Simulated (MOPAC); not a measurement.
Si-O bond lengths (Å) of neutral closed-shell molecules, written as SMILES: in each the longest such bond at B3LYP-D3(BJ)/def2-TZVP (Ansatz), beside the same bond after optimisation at PM7 (MOPAC) from that structure, whose symmetry is kept, so that a structure may be a saddle point there. B3LYP-D3(BJ)/def2-TZVP serves to compare with and is no measurement.

The rows were drawn at random among computed neutral closed-shell members with both values; the withheld row is one of them. Species whose geometry shows other bonds than their SMILES are left out. Runs that failed or changed their bonding are left out, and none for the size of its difference.

```
species                                           PM7 (MOPAC) (x)  B3LYP-D3(BJ)/def2-TZVP (y)
------------------------------------------------  ---------------  --------------------------
B(O)(O)O[SiH3]                                              1.558                       1.651
[SiH3]OCCO[SiH3] [2-silyloxyethoxysilane]                   1.591                       1.647
C[SiH2]O[SiH2]C [methyl(methylsilyloxy)silane]              1.586                       1.640
[O+]#[Si-] [oxosilicon]                                     1.412                       1.513
CO[Si](S)(S)OC [dimethoxy-bis(sulfanyl)silane]              1.590                       1.632
F[Si](=O)F                                                  1.399                       1.505
C[SiH](C)OC[SiH3] [dimethyl(silylmethoxy)silane]            1.609                       1.657
```

Problem. Fit y = a + b·x by least squares, and use it for C[Si](C)(C)O[SiH2]Cl, where PM7 (MOPAC) gives 1.608 Å.

Solution. Means: x 1.53500, y 1.60643. Sums about the means: Sxx 0.048392, Sxy 0.035444. Slope b = Sxy/Sxx = 0.7324, intercept a = mean y - b·mean x = 0.4822; the rows scatter about the line by 0.0121 (root mean square), r² = 0.96. A constant shift would give 1.679 Å. Prediction for C[Si](C)(C)O[SiH2]Cl: 1.660 Å. The length at B3LYP-D3(BJ)/def2-TZVP is 1.666 Å, so the fit misses by -0.006 Å, against -0.058 Å without it. The fit is meant for species like these alone.
